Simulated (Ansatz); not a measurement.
# [BF2]+ (SMILES F[B+]F): r2SCAN/cc-pVTZ

Aim: the vertical ionisation energy of [BF2]+ at r2SCAN/cc-pVTZ, from 2 runs. 

The results are computed with Ansatz 0.2.0.

6 further runs of the same task are left out: 3 that didn't finish, 3 set aside as unsound or not needed.

## (1) Starting point

[BF2]+: 3 atoms, total charge +1, spin state singlet. As SMILES, `F[B+]F`. Geometry: relaxed at PBE0-D4/def2-TZVP.

Bond lengths: F1–B2 1.226 Å, B2–F3 1.226 Å. Angles: F1–B2–F3 180.0°.

## (2) The energy at r2SCAN/cc-pVTZ

in.yaml reads:

```yaml
crystal:
  periodic: [false, false, false]
  atoms:
    - {symbol: F, position_ang: [0.329710, 1.140520, 0.307700]}
    - {symbol: B, position_ang: [0.000000, -0.000000, 0.000000]}
    - {symbol: F, position_ang: [-0.329720, -1.140520, -0.307700]}
basis:
  gaussian: {orbitals: cc-pVTZ}
total_charge: 1
hamiltonian: {xc: r2scan}
accuracy: high
output: {orbitals: {seedname: orbitals}}
```

Started as:

```bash
$ ansatz run in.yaml --threads 1 --pin off --max-ram 3480MiB --events-out events.jsonl --progress --plain --runs-dir runs
```

Standard output:

```text
Warning: RAYON_NUM_THREADS=1 ignored (pool sized by the plan → 1); use --threads N
Functional definition: r2SCAN
  name "r2SCAN"
  parameter k0 = 0.174
  parameter k1 = 0.065
  parameter a1 = 4.9479
  exchange = r2scan_x(k0 = k0, k1 = k1, a1 = a1)
  correlation = r2scan_c
1354 factors; integrals over basis functions are off by at most 4.1e-9 eV
mean field evaluation 1: about -6090.9715 eV, gradient 9.6e1 eV
mean field evaluation 2: about -6060.6100 eV, gradient 1.7e2 eV
mean field evaluation 4: about -6102.0090 eV, gradient 2.2e0 eV
mean field evaluation 8: about -6102.0152 eV, gradient 6.8e-2 eV
mean field evaluation 16: about -6102.0152 eV, gradient 4.1e-8 eV
mean field -6102.01520258 eV, -224.2449226005 hartree, gradient 4.2e-8 eV, S^2 0.000000; 0 other end points of the search recorded, 0 dependent functions left out
reference -6102.01520326 eV, -224.2449226254 hartree; 11, 11 occupied and 79, 79 virtual orbitals, 1354 factors
Total energy: -6102.01520326 eV, -224.2449226254 hartree
```

It took 3.6 s on 1 thread of Arm Neoverse V2, shared host; peak memory 0.18 GiB.

## (3) Doublet [BF2]2+ at the same level

molecule.yaml reads:

```yaml
crystal:
  periodic: [false, false, false]
  atoms:
    - {symbol: F, position_ang: [0.329710, 1.140520, 0.307700]}
    - {symbol: B, position_ang: [0.000000, -0.000000, 0.000000]}
    - {symbol: F, position_ang: [-0.329720, -1.140520, -0.307700]}
basis:
  gaussian: {orbitals: cc-pVTZ}
total_charge: 2
magnetization: {spin_polarized: true, initial_magnetization: 1}
hamiltonian: {xc: {name: r2SCAN}}
accuracy: high
output: {orbitals: {seedname: orbitals}}
```

Started as:

```bash
$ ansatz run molecule.yaml --threads 1 --pin off --max-ram 3480MiB --events-out events.jsonl --progress --plain --runs-dir runs
```

Standard output:

```text
Warning: RAYON_NUM_THREADS=1 ignored (pool sized by the plan → 1); use --threads N
Functional definition: r2SCAN
  name "r2SCAN"
  parameter k0 = 0.174
  parameter k1 = 0.065
  parameter a1 = 4.9479
  exchange = r2scan_x(k0 = k0, k1 = k1, a1 = a1)
  correlation = r2scan_c
1356 factors; integrals over basis functions are off by at most 4.1e-9 eV
mean field evaluation 1: about -6061.4834 eV, gradient 7.9e1 eV
mean field evaluation 2: about -6031.1851 eV, gradient 1.3e2 eV
mean field evaluation 4: about -6076.1233 eV, gradient 1.8e0 eV
mean field evaluation 8: about -6076.1275 eV, gradient 1.7e-1 eV
mean field evaluation 16: about -6076.1276 eV, gradient 7.0e-6 eV
mean field evaluation 32: about -6075.8856 eV, gradient 9.5e0 eV
mean field evaluation 64: about -6076.1276 eV, gradient 4.2e-8 eV
mean field -6076.12760635 eV, -223.2935709862 hartree, gradient 4.2e-8 eV, S^2 0.763514; 5 other end points of the search recorded, 0 dependent functions left out
reference -6076.12760722 eV, -223.2935710183 hartree; 11, 10 occupied and 79, 80 virtual orbitals, 1356 factors
Total energy: -6076.12760722 eV, -223.2935710183 hartree
```

Wall time 45 s (1 thread of Arm Neoverse V2, shared host); peak memory 0.27 GiB.

## (4) Results

Level: r2SCAN/cc-pVTZ.

```
                                            quantity          value
                        singlet [BF2]+: total energy  -224.24492 Eh
                         singlet [BF2]+: HOMO energy      -21.10 eV
                         singlet [BF2]+: LUMO energy       -8.83 eV
                       singlet [BF2]+: HOMO–LUMO gap       12.26 eV
                       doublet [BF2]2+: total energy  -223.29357 Eh
 doublet [BF2]2+: HOMO energy (highest over α and β)      -31.73 eV
  doublet [BF2]2+: LUMO energy (lowest over α and β)      -30.59 eV
                               doublet [BF2]2+: ⟨S²⟩          0.764
vertical ionisation energy (to the doublet dication)      25.888 eV
```

The vertical ionisation energy comes to 25.89 eV (597 kcal/mol). −ε(HOMO) before ionisation, 21.10 eV, is 4.79 eV below this ionisation energy.
